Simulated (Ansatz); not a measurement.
Chalcopyrite CuGaSe₂ was calculated with r²SCAN+rVV10 (Ansatz, an electronic-structure program, plane waves, PAW).

Run with plane-wave cutoff 560 eV, 8×8×8 k mesh, Fermi–Dirac smearing 0.01 eV, no spin polarisation, scalar-relativistic PAW data made under PBE.

Computed points:

```json
[
 {"V (Å³/atom)": "20.661", "E − E_lowest (meV/atom)": "8.49", "P (GPa)": "3.29"},
 {"V (Å³/atom)": "21.091", "E − E_lowest (meV/atom)": "2.04", "P (GPa)": "1.55"},
 {"V (Å³/atom)": "21.522", "E − E_lowest (meV/atom)": "0.00", "P (GPa)": "0.00"},
 {"V (Å³/atom)": "21.952", "E − E_lowest (meV/atom)": "1.90", "P (GPa)": "-1.38"},
 {"V (Å³/atom)": "22.383", "E − E_lowest (meV/atom)": "7.30", "P (GPa)": "-2.61"}
]
```

Question: Fit the third-order Birch–Murnaghan equation and give B0 and B′.

Answer: V0 = 21.521 Å³/atom, B0 = 73.1 GPa, B′ = 4.8 (fit to the energies at full precision).

Shape and atoms are relaxed at each volume.

Note: the bulk modulus comes from volumes at which shape and atoms were relaxed.

Static lattice: no zero-point or thermal effects.

Cost on a shared machine: about 50 core-minutes (a rough figure).
